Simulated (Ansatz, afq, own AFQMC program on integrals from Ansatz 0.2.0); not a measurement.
## Where AFQMC and coupled cluster stand for GeNH2⁺, quintet

```tsv
atom	x (Å)	y (Å)	z (Å)
Ge	0.0000	0.0000	0.4319
N	0.0000	0.0000	-1.8834
H	0.0000	0.8309	-2.4773
H	0.0000	-0.8309	-2.4773
```

Connectivity, by distances: Ge–NH2.

Basis cc-pVTZ. Noble-gas cores (and the filled d shells of Ga–Kr and In–Xe) are frozen. AFQMC by an in-house program on the Cholesky factors that Ansatz 0.2.0 writes for its CCSD(T) run. The CISD trial takes its coefficients from CCSD amplitudes. Released means that phaseless walkers are propagated on without the constraint, phases kept. Error bars are statistical, one sigma. No spin–orbit coupling.

Determinant: UHF, the one that the program's search chose, which needn't be the lowest solution. The geometry is a PBE0/def2-TZVP stationary point of this or a neighbouring charge and spin state.

No full CI on the walks' own integrals is used here; CCSDT(Q) serves as the reference and is uncertain by about the last step of the cluster series.

Cautions: no relativity below Rb; no spin-orbit coupling; inner d shell frozen; another spin lies lower (by 4.09 eV).

- T1 diagnostic: 0.0185
- weight of the determinant in the CISD state: 0.911
- ⟨S²⟩ of the determinant: 6.033
- size of the correlated space: 10 electrons in 86 orbitals

```csv
level,correlation energy (eV)
MP2,-5.5048
CCSD,-6.1799
CCSD(T),-6.3835
```

Q: Estimate where AFQMC with the constraint released lies against CCSD(T) on the same integrals.

A: 1.17 ± 0.11 mEh below CCSD(T).

Reference: CCSDT(Q), correlation energy -6.417 eV. The released energy is read at 1.50 1/Eh (meV from the phaseless value at times in 1/Eh: -10 ± 3 at 0.24, -16.5 ± 2.3 at 0.50, -14.9 ± 2.0 at 1.00, -17 ± 3 at 1.50).

| level | E − E(reference) (mEh) | share of correlation (%) |
| --- | --- | --- |
| CCSD(T) | 1.23 | 99.48 |
| CCSDT | 0.35 | 99.85 |
| ph-AFQMC/CISD | 0.68 ± 0.18 | 99.71 |
| released AFQMC | 0.06 ± 0.11 | 99.98 |

A walk keeps the symmetry of its determinant, which the program's search chose and which needn't be the lowest solution, so a lower state of the same spin and another symmetry isn't excluded. Released energies are given only where the last usable release times agree within the noise; a slower fall can still hide under it.
